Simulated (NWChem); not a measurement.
System: NH2, doublet; SMILES [NH2]

```xyz
3

N      0.0000     0.0000     0.1667
H      0.8041     0.0000    -0.4718
H     -0.8041     0.0000    -0.4718
```
Atoms are numbered in this order, from 1.

Program: NWChem. Spin-unrestricted. In the optimisation the excess spin sits in b2 (C2v, its own frame). Coordinates come from a PBE0-D3(BJ)/def2-TZVP, spin-unrestricted optimisation. No stability test was run on the SCF state. Vzz is the largest principal value of the second derivative of the potential at the nucleus (NWChem prints the opposite sign); η is the asymmetry. Non-relativistic.

Question: Estimate the computed values for B3LYP/def2-TZVP. Quantities: Vzz N1 (a.u.); η N1.

Answer: 
```
Property       Result
-------------  ------
Vzz N1 (a.u.)  -0.830
η N1             0.76
```
